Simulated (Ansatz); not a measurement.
BH₃P₂, SMILES `B1PP1`. Total charge 0; spin multiplicity 1.

```xyz
6

B    -0.4485   -0.6490   -0.1895
P     0.0830    0.4601    1.2409
P     0.6950    0.6658   -0.9121
H    -1.1029   -1.5963   -0.4660
H    -1.0587    1.2951    1.0667
H     1.8322   -0.1758   -0.7400
```

Task: Give the diagnostics of a CCSD(T)/def2-TZVPP run (frozen core, Ansatz). (An estimate is asked.)

Result: The calculation gave: T1 = 0.0196, largest single amplitude 0.041, largest double 0.058, (T) share of the correlation energy 5.1 %, 11 CCSD cycles. The RHF solution is stable towards an unrestricted one. T1 lies under the customary mark of 0.02 for closed shells.
